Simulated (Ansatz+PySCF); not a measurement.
A calculation with Ansatz (development build ahead of 0.2.0).

```yaml
crystal:
  periodic: [false, false, false]
  atoms:
    - { symbol: Li, position_ang: [0.0, 0.0, -2.12557] }
    - { symbol: F, position_ang: [0.0, 0.0, 0.70852] }
basis:
  gaussian: { orbitals: STO-3G }
hamiltonian:
  xc: pbe0
scf:
  omitted_lower_state_checks: [stability, starts, atomic_configurations, cluster_reference, orbital_swaps, given_window_search, neighbouring_geometries, increment]
output:
  forces: true
```

The input is written out in the form of the current development build from the run's settings.

Results

```
Converged                       : yes
Total energy                    : -105.54999 hartree
Spin squared of the determinant : 0.000
```

Forces (eV/Å):
```tsv
atom	Fx	Fy	Fz
Li1	0.000	0.000	2.756
F2	0.000	0.000	-2.756
```

Caution: an unrestricted determinant lies well below.
